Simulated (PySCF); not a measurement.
## Computed properties of Cl2, SMILES ClCl

chlorine (Cl2), SMILES ClCl. The structure is a stationary point at B3LYP-D3(BJ)/def2-TZVPD. Other conformers were not sampled. All values are computed for the isolated molecule unless a solvent is named; none is compared with measurement here.

**Structure.** The optimised structure has D∞h symmetry. All 1 harmonic modes at B3LYP-D3(BJ)/def2-TZVPD (PySCF) are real, so it is a minimum.

**Vibrations.** No mode carries more than 0.5 km/mol of infrared intensity. The softest mode is at 540 cm⁻¹ and the zero-point energy is 0.8 kcal/mol.

**Electronic structure.** B3LYP/def2-TZVPD (PySCF) places the frontier levels at -8.52 and -3.63 eV, a gap of 4.89 eV, and gives a dipole moment of 0.00 D and a mean polarisability of 31.5 bohr³. PBE/def2-TZVPD (PySCF) at the same geometry gives -7.36 and -4.44 eV, so its gap is 1.97 eV narrower. An orbital gap is neither the optical nor the fundamental gap.

**Excitations.** TDA-M06-2X/def2-TZVPD (PySCF) has S1 at 3.56 eV (348 nm, f = 0.000, dark); the most intense of the 10 singlets computed lies at 9.07 eV (f = 0.31). Strengths of degenerate partners are summed. T1 (TDA) is at 2.81 eV, 0.75 eV under S1. TDA-PBE/def2-TZVPD (PySCF) puts S1 at 3.39 eV. No vertical singlet excitation falls in the visible range (under 3.1 eV).

**Solvation.** SMD-PBE0/6-31G* (PySCF) gives 0.5 kcal/mol in water, -2.3 kcal/mol in dichloromethane, -2.1 kcal/mol in acetone (1 M in both phases, gas-phase geometry); of these solvents dichloromethane holds the molecule best.
